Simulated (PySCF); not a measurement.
What an electron can do to CH

PBE0 in PySCF with def2-TZVP on every atom, for the lowest determinant that a PBE0 search found; no spin–orbit coupling.

```csv
species,state (unpaired electrons),Re (Å),ωe (cm⁻¹),energy of the minimum from the neutral (eV),De (eV),dissociates to
CH,doublet (π ↑),1.126,2846,0.00,3.58,H + C
CH⁺,singlet (closed shell),1.140,2808,10.98,4.11,H + C⁺
```

Task: Work out the lowest energy to break CH into atoms, from its vibrational ground state.

Result: D0 = De − ωe/2 = 3.58 − 0.18 = 3.40 eV (PBE0/def2-TZVP).

Task: Work out the ionisation energy of the C atom at this level and the threshold of dissociative ionisation.

Result: IE(C) = 10.98 + 4.11 − 3.58 = 11.51 eV, so H + C⁺ + e⁻ appears at D0 + IE(C) = 14.91 eV (PBE0/def2-TZVP). The measured IE(C) is 11.26 eV (NIST ASD).

These are thermodynamic thresholds; the onsets seen under electron impact lie higher where the geometry changes, and cross-sections peak well above them.

For an ion De counts to the pair picked by the measured ionisation energies or electron affinities, which need not be the lowest pair at this level. States were picked by a PBE0 search and need not be the measured ground states.
